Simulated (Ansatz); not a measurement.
A calculation with Ansatz (development build ahead of 0.2.0).

```yaml
crystal:
  periodic: [false, false, false]
  atoms:
    - { symbol: C, position_ang: [0.00298, -0.00549, -0.62637] }
    - { symbol: O, position_ang: [-0.00228, 0.00842, 0.47074] }
basis:
  gaussian: { orbitals: def2-TZVP }
total_charge: 1
magnetization:
  spin_polarized: true
  initial_magnetization: 1
hamiltonian:
  xc: hf
```

The input is written out in the form of the current development build from the run's settings.

Results

```yaml
Converged: yes
Total_energy: -112.30915 hartree
Spin_squared_of_the_determinant: 0.928
```

Caution: the unrestricted determinant is spin contaminated.
